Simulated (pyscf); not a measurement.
## Four-centre exchange: HO–SiH: (SMILES O[SiH]) [singlet] + HF (SMILES F) -> HO–SiH: (SMILES O[SiH]) [singlet] + HF (SMILES F)

Gas phase, singlet surface, charge 0. Bonds broken: O1–H6, H3–F5. Bonds formed: O1–H3, F5–H6. Structures and frequencies: ωB97X-D3(BJ)/def2-SVP in PySCF. Correlated levels are frozen-core, on RHF or UHF. ΔMP2 is the change of the MP2 total energy from the triple- to the quadruple-zeta basis.

Transition state (Å):

```xyz
6

O      0.4360     0.1472    -0.0158
Si     1.2807     1.4879    -0.5732
H      0.5246    -0.9104     0.4668
H      0.0351     2.2785    -0.9957
F     -0.5105    -1.5714     0.7111
H     -0.5552    -0.4282     0.1919
```

One imaginary mode, 2121i cm⁻¹; descent along it reached the two sides named, in the forms told below.

| bond | change | reactant side (Å) | saddle | product side |
|---|---|---|---|---|
| O1–H6 | breaks | 0.965 | 1.165 | 1.717 |
| H3–F5 | breaks | 0.936 | 1.252 | 3.3 |
| O1–H3 | forms | 1.716 | 1.166 | 0.966 |
| F5–H6 | forms | 3.3 | 1.256 | 0.936 |

Electronic energies relative to the separated reactants (kcal/mol):

```
level                             barrier  reaction energy  reverse barrier
--------------------------------  -------  ---------------  ---------------
ωB97X-D3(BJ)/def2-TZVP               35.7              0.0             35.7
PBE/def2-TZVP                        27.4              0.0             27.4
r²SCAN/def2-TZVP                     30.9              0.0             30.9
B3LYP-D3(BJ)/def2-TZVP               33.2              0.0             33.2
PBE0-D3(BJ)/def2-TZVP                32.5              0.0             32.5
M06-2X/def2-TZVP                     34.3              0.0             34.3
ωB97M-D3(BJ)/def2-TZVP               35.0              0.0             35.0
HF/def2-TZVP                         53.9              0.0             53.9
MP2/def2-QZVPP                       37.0              0.0             37.0
CCSD/def2-TZVPP                      41.6              0.0             41.6
CCSD(T)/def2-TZVPP                   38.8              0.0             38.8
CCSD(T)/def2-TZVPP + ΔMP2(QZVPP)     39.0              0.0             39.0
```

With CCSD(T)/def2-TZVPP + ΔMP2(QZVPP) energies and thermal terms (ideal gas, 1 atm, RRHO with modes under 100 cm⁻¹ raised to 100, one conformer, R ln 2 for chiral ones without a mode under 150 cm⁻¹), in kcal/mol:

```csv
T (K),ΔH‡,ΔG‡,ΔH,ΔG
298,36.6,45.8,0.0,0.0
600,36.2,55.4,0.0,0.0
900,36.3,65.0,0.0,0.0
1200,36.8,74.4,0.0,0.0
```

On the reactant side the descent ends in a complex, 7.8 kcal/mol under the separated species and 43.5 kcal/mol under the saddle at ωB97X-D3(BJ)/def2-TZVP. On the product side the descent ends in a bound adduct, 8.3 kcal/mol under the separated species and 44.0 kcal/mol under the saddle at ωB97X-D3(BJ)/def2-TZVP. The same reactants have a lower exit, to HO–Si:–F [singlet] + H₂ (barrier +1.8 kcal/mol at ωB97M-D3(BJ), against +35.0 kcal/mol here). One saddle was located; it need not be the lowest between these sides. The CCSD(T) − MP2 part came from Ansatz, without density fitting, on the same reference.
